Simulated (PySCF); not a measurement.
Species: C3H7P.
Atom-mapped SMILES: `[H]/[P:4]=[CH:3]\[CH2:2][CH3:1]` (hydrogens: H5, H6, H7 on C1; H8, H9 on C2; H10 on C3; H11 on P4)

The same species was optimised twice, with GFN2-xTB and with PBE0-D3(BJ)/def2-SVP (PySCF), and the same property calculations (PySCF, gas phase) were run on both structures.

```json
{"coordinate": "P4–H11 (Å)", "GFN2-xTB": "1.407", "PBE0-D3(BJ)/def2-SVP": "1.439", "change": "+0.032"}
{"coordinate": "C3–H10 (Å)", "GFN2-xTB": "1.084", "PBE0-D3(BJ)/def2-SVP": "1.101", "change": "+0.017"}
{"coordinate": "C1–H5 (Å)", "GFN2-xTB": "1.088", "PBE0-D3(BJ)/def2-SVP": "1.101", "change": "+0.013"}
{"coordinate": "C1–H7 (Å)", "GFN2-xTB": "1.088", "PBE0-D3(BJ)/def2-SVP": "1.101", "change": "+0.013"}
{"coordinate": "C1–H6 (Å)", "GFN2-xTB": "1.088", "PBE0-D3(BJ)/def2-SVP": "1.101", "change": "+0.013"}
{"coordinate": "C2–H8 (Å)", "GFN2-xTB": "1.095", "PBE0-D3(BJ)/def2-SVP": "1.107", "change": "+0.012"}
{"coordinate": "C2–H9 (Å)", "GFN2-xTB": "1.093", "PBE0-D3(BJ)/def2-SVP": "1.102", "change": "+0.009"}
{"coordinate": "C3=P4 (Å)", "GFN2-xTB": "1.670", "PBE0-D3(BJ)/def2-SVP": "1.673", "change": "+0.003"}
{"coordinate": "C1–C2 (Å)", "GFN2-xTB": "1.530", "PBE0-D3(BJ)/def2-SVP": "1.527", "change": "-0.003"}
{"coordinate": "C2–C3 (Å)", "GFN2-xTB": "1.491", "PBE0-D3(BJ)/def2-SVP": "1.493", "change": "+0.002"}
{"coordinate": "C2–C3–P4 (°)", "GFN2-xTB": "128.1", "PBE0-D3(BJ)/def2-SVP": "130.6", "change": "+2.5"}
{"coordinate": "P4–C3–H10 (°)", "GFN2-xTB": "116.9", "PBE0-D3(BJ)/def2-SVP": "114.9", "change": "-2.0"}
{"coordinate": "C1–C2–C3 (°)", "GFN2-xTB": "110.8", "PBE0-D3(BJ)/def2-SVP": "112.8", "change": "+2.0"}
{"coordinate": "H8–C2–H9 (°)", "GFN2-xTB": "108.1", "PBE0-D3(BJ)/def2-SVP": "106.5", "change": "-1.6"}
{"coordinate": "C2–C1–H5 (°)", "GFN2-xTB": "110.5", "PBE0-D3(BJ)/def2-SVP": "111.4", "change": "+0.9"}
{"coordinate": "H5–C1–H7 (°)", "GFN2-xTB": "108.6", "PBE0-D3(BJ)/def2-SVP": "107.7", "change": "-0.9"}
{"coordinate": "H5–C1–H6 (°)", "GFN2-xTB": "108.4", "PBE0-D3(BJ)/def2-SVP": "107.6", "change": "-0.8"}
{"coordinate": "C3–C2–H8 (°)", "GFN2-xTB": "109.0", "PBE0-D3(BJ)/def2-SVP": "108.3", "change": "-0.7"}
{"coordinate": "C1–C2–C3–P4 (°)", "GFN2-xTB": "116", "PBE0-D3(BJ)/def2-SVP": "119", "change": "+3"}
```

Rotational constants: A = 19939, B = 2633, C = 2617 MHz (GFN2-xTB) against A = 20713, B = 2550, C = 2534 MHz (PBE0-D3(BJ)/def2-SVP). Point groups within 0.08 Å: C1 and C1.

On the GFN2-xTB structure: lowest singlet, TDDFT (eV) 4.82 [wB97X-D/def2-SVPD]; lowest triplet, Tamm–Dancoff (eV) 2.96 [wB97X-D/def2-SVPD]; isotropic polarisability (au) 64.8 [wB97X-D/def2-SVPD]; HOMO (eV) -9.09 [wB97X-D/def2-SVPD]; LUMO (eV) 0.28 [wB97X-D/def2-SVPD]; dipole (D) 1.74 [wB97X-D/def2-SVPD]; HOMO (eV) -7.31 [PBE0/pcSseg-1]; LUMO (eV) -1.47 [PBE0/pcSseg-1]; dipole (D) 1.80 [PBE0/pcSseg-1]; GIAO shielding of C1 (ppm) 168.0 [PBE0/pcSseg-1]; GIAO shielding of C2 (ppm) 140.6 [PBE0/pcSseg-1]; GIAO shielding of C3 (ppm) -33.5 [PBE0/pcSseg-1]; GIAO shielding of P4 (ppm) 93.8 [PBE0/pcSseg-1].

Q: What do these properties become on the PBE0-D3(BJ)/def2-SVP structure?

A: 
| property | level | on GFN2-xTB | on PBE0-D3(BJ)/def2-SVP | change |
| --- | --- | --- | --- | --- |
| lowest singlet, TDDFT (eV) | wB97X-D/def2-SVPD | 4.82 | 4.86 | +0.04 |
| lowest triplet, Tamm–Dancoff (eV) | wB97X-D/def2-SVPD | 2.96 | 2.94 | -0.02 |
| isotropic polarisability (au) | wB97X-D/def2-SVPD | 64.8 | 65.9 | +1.1 |
| HOMO (eV) | wB97X-D/def2-SVPD | -9.09 | -9.09 | 0.00 |
| LUMO (eV) | wB97X-D/def2-SVPD | 0.28 | 0.26 | -0.02 |
| dipole (D) | wB97X-D/def2-SVPD | 1.74 | 1.70 | -0.04 |
| energy, GFN2-xTB geometry as zero (kcal/mol) | wB97X-D/def2-SVPD | 0.0 | -0.6 | -0.6 |
| HOMO (eV) | PBE0/pcSseg-1 | -7.31 | -7.32 | -0.01 |
| LUMO (eV) | PBE0/pcSseg-1 | -1.47 | -1.49 | -0.02 |
| dipole (D) | PBE0/pcSseg-1 | 1.80 | 1.77 | -0.03 |
| energy, GFN2-xTB geometry as zero (kcal/mol) | PBE0/pcSseg-1 | 0.0 | -0.6 | -0.6 |
| GIAO shielding of C1 (ppm) | PBE0/pcSseg-1 | 168.0 | 166.8 | -1.2 |
| GIAO shielding of C2 (ppm) | PBE0/pcSseg-1 | 140.6 | 140.4 | -0.2 |
| GIAO shielding of C3 (ppm) | PBE0/pcSseg-1 | -33.5 | -33.5 | 0.0 |
| GIAO shielding of P4 (ppm) | PBE0/pcSseg-1 | 93.8 | 96.2 | +2.4 |

The heavy atoms differ by 0.035 Å rms after alignment. Among all bonds P4–H11 changes most (+0.032 Å). Changes are differences of the printed values. Neither structure is proved a minimum here.

Shape of the structure used: `[H]/[P:4]=[CH:3]\[CH2:2][CH3:1]`: C1–C2–C3–P4 119°.

Note: wB97X-D ran without an empirical dispersion term, which enters the total energy and its gradient alone.
